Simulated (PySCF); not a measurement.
Nitrosoethylene, C2H3NO.
Z-matrix (Å and degrees, PBE0-D3(BJ)/def2-SVP geometry), rows numbered from 1:
```
C 
C   1  1.3367
N   2  1.4202  1  117.18
O   3  1.2038  2  114.02  1  -179.77
H   1  1.0918  2  122.21  3   179.97
H   1  1.0938  2  118.81  3     0.01
H   2  1.0979  1  125.65  3  -179.96
```

The computed photoelectron lines, unassigned: C 1s: 291.70 (area 1), 291.99 (area 1) eV; N 1s: 408.24 eV; O 1s: 538.91 eV.

Computed, not measured: delta-SCF UKS SCAN, pcX-2 on the ionised atom, pcseg-1 elsewhere, spin-free X2C (PySCF 2.14.0). Geometry: PBE0-D3(BJ)/def2-SVP, one conformer, isolated molecule.

Problem. Assign the C 1s lines to atoms.

Solution. 291.70 eV: C1 (terminal =CH2 carbon); 291.99 eV: C2 (vinylic carbon bearing nitrogen). The listed C 1s values span 0.29 eV, from C1 (bonded to C (double bond) and 2 H) to C2 (bonded to N, C (double bond) and H).

Bonded neighbours of each site: C1: C (double bond) and 2 H; C2: N, C (double bond) and H; N3: O (double bond) and C; O4: N (double bond).

Problem. Which photon energy gives electrons from O 1s of O4 a kinetic energy of 150 eV, and what is their de Broglie wavelength?

Solution. hν = 538.91 + 150 = 688.91 eV, recoil neglected; λ = 12.264 Å/√(E/eV) = 1.00 Å.

The unrestricted hole states depart most from a pure doublet (⟨S²⟩ = 0.75; over 0.85 named) for C 1s of C1 (0.88), which makes this value less certain.

Hardware: Arm Neoverse N1, one thread, shared host with 64 logical CPUs at a one-minute load of 51. Cost: 29 s of wall time, 0.52 GiB resident at most.
